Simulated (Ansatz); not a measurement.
Relaxation of AlH5O (7 atoms, charge 0, multiplicity 1), to a largest force component of 0.03 eV/Å in at most 50 steps.

These are results of Ansatz, RKS PBE0/def2-SVP, not measurements.

```xyz
7
Properties=species:S:1:pos:R:3
Al -0.046 -0.227 0.073
O -0.028 -0.340 1.819
H -0.829 -0.393 2.344
H 1.373 -0.249 -0.619
H -1.432 -0.163 -0.697
H 0.113 2.399 0.903
H 0.087 1.821 1.334
```

Task: Where does it end, and by what steps?

Result: The forces met the threshold. After 9 steps the energy has fallen by 0.115 eV; H6 moved furthest, 0.43 Å.

```
step  energy less start (eV)  largest force component (eV/Å)  accepted
   0                  0.0000                           1.439       yes
   1                 -0.0624                           0.784       yes
   2                 -0.0740                           0.795       yes
   3                 -0.0846                           0.729       yes
   4                 -0.0935                           0.686       yes
   5                 -0.1006                           0.654       yes
   6                 -0.1067                           0.402       yes
   7                 -0.1142                           0.094       yes
   8                 -0.1125                           0.147        no
   9                 -0.1149                           0.014       yes
```

```xyz
7
Properties=species:S:1:pos:R:3
Al -0.049 -0.118 0.217
O -0.068 -0.573 1.867
H -0.856 -0.715 2.394
H 1.375 -0.084 -0.469
H -1.414 0.093 -0.569
H 0.132 2.259 0.501
H 0.119 1.986 1.215
```

Whether the end is a true minimum wasn't checked by a vibrational analysis.

Run time: 11 s on 1 thread of Arm Neoverse V2, on a shared host, peak memory 0.1 GiB.
